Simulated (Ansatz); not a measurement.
H₅NSSi (`N[SiH2]S`), charge 0, multiplicity 1.

Problem. Give a relaxed structure at PBE0-D4/def2-TZVP (the Gaussian-basis code of Ansatz). (Best estimate.)

Solution. Ansatz gave: 
Z-matrix (Å, degrees):
```
Si
S 1 2.151
N 1 1.706 2 111.5
H 1 1.484 2 111.6 3 -117.8
H 1 1.485 2 105.8 3 122.4
H 2 1.343 1 94.3 3 -148.1
H 3 1.006 1 122.1 2 53.2
H 3 1.006 1 120.4 2 -98.7
```
